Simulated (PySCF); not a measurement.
Compound: BH (singlet state).
SMILES: `[BH]`

Method: PySCF 2.14.0, PBE0-D3(BJ)/def2-SVP geometry optimisation, gas phase.

Masses are those of the commonest isotopes; rigid-rotor values at the optimised geometry. 

(1) What are the moment of inertia and the rotational constant?

(2) List the first levels of a rigid rotor in a Σ state.

(3) Where do the first rotational lines fall?

## Answers

(1) I = 1.448 u·Å², B = 505379 MHz·u·Å²/I = 348979 MHz (11.6407 cm⁻¹, or 16.748 K as hB/k). For two atoms I = μr² with μ = 0.9233 u and r = 1.2524 Å.

(2) E(J) = BJ(J+1): J = 1: 23.281, J = 2: 69.844, J = 3: 139.688, J = 4: 232.813, J = 5: 349.220, J = 6: 488.908 cm⁻¹.

(3) The dipole is 1.60 D; J+1 ← J lies at 2B(J+1): 1 ← 0 at 697.96 GHz, 2 ← 1 at 1395.91 GHz, 3 ← 2 at 2093.87 GHz, 4 ← 3 at 2791.83 GHz, 5 ← 4 at 3489.79 GHz, 6 ← 5 at 4187.74 GHz.

Whether it is a minimum is left open (no frequencies). Constants of a rigid frame at the computed geometry: no zero-point averaging, no centrifugal distortion.

On one thread, Arm Neoverse V1 (aarch64) (shared host), this took 0.76 s and 0.22 GiB of memory at its peak. These figures are those of the optimisation.
